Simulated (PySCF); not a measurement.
Vibration and rotation of SiB⁻

ROHF-CCSD(T) constants of SiB⁻, ³Π (triplet), unpaired electrons σ ↑, π ↑ (PySCF, no relativity, basis sets Si aug-pcseg-1, B aug-pcseg-1; masses 27.9769 and 11.0093 u):

```
ωe            : 781.9 cm⁻¹
ωexe          : 5.7 cm⁻¹
Be            : 0.59808 cm⁻¹
αe            : 0.00556 cm⁻¹
De to Si⁻ + B : 3.08 eV
```

(1) What force constant and bond length do these constants imply?

(2) Estimate the centrifugal constant D from the Kratzer relation and find the Dunham coefficient a1.

Correlated steps freeze 6 core orbitals. Correlated levels converge slowly with the basis: in double zeta they bind strong bonds too weakly, by up to about 1 eV, and carry superposition errors of some tenths. For an ion De counts to the pair picked by the measured ionisation energies or electron affinities, which need not be the lowest pair at this level. The CCSD T1 diagnostic is raised, a sign that a single reference may not be enough here. The state was picked by a PBE0 search and need not be the measured ground state.

Answers

(1) Reduced mass μred = 7.9004 u; k = 5.8918×10⁻⁷·μred·ωe² (u, cm⁻¹, mdyn/Å) = 2.85 mdyn/Å; Re = √(16.8576/(μred·Be)) (u, cm⁻¹, Å) = 1.889 Å.

(2) D = 4Be³/ωe² = 1.4e-06 cm⁻¹; a1 = −1 − αeωe/(6Be²) = -3.03.
